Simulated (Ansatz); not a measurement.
What does this script print? It uses the Ansatz DFT code, driven from Python.

The script, `x2c.py`:
```python
# -*- coding: utf-8 -*-
"""Scalar relativity in AlP(+)."""

import ansatz as az
import numpy as np

mol = (
    az.Crystal.molecule()
    .atom("Al", (0.0, 0.0, 0.0))
    .atom("P", (0.0, 0.0, 2.36))
)

calc = (
    mol.calculation()
    .functional("pbe", dispersion="d4")
    .charge(1)
    .spin("collinear", total=3)
    .forces()
)
# a set contracted for a scalar-relativistic Hamiltonian goes with the relativistic run
sets = {"none": "cc-pVTZ", "scalar": "cc-pVTZ-DK"}
found = {kind: calc.basis(gaussian=basis).pseudopotentials(relativity=kind).run(threads=1).report for kind, basis in sets.items()}
for kind, each in found.items():
    dipole = 4.803205 * np.linalg.norm(each["charge_distribution"]["dipole_moment_e_ang"])
    print(f"{kind:7s} E = {each['free_energy_ev']:.4f} eV  dipole {dipole:.3f} D  largest force {np.abs(each['forces_ev_ang']).max():.4f} eV/A")
print(f"relativity lowers the total energy by {found['none']['free_energy_ev'] - found['scalar']['free_energy_ev']:.3f} eV")
```

Running `python x2c.py` prints:
```text
none    E = -15868.2943 eV  dipole 2.809 D  largest force 0.6243 eV/A
scalar  E = -15902.7489 eV  dipole 2.788 D  largest force 0.6358 eV/A
relativity lowers the total energy by 34.455 eV
```

What to keep in mind:
- Total energies depend on the basis set; only differences at equal settings carry meaning.
- The geometry is a force-field or estimated start, not a minimum of this method. The basis set changes with the Hamiltonian (a set recontracted for scalar relativity), and most of the change in the total lies in the cores.
- The species is open-shell (spin multiplicity 4).
- An ion's dipole depends on the origin; the program takes it about the centre of nuclear charge.
- The spin state was assumed, and another may lie lower.
- The whole script took 3.3 s on 1 thread of Arm Neoverse V1 (shared host), peak memory 0.19 GiB.
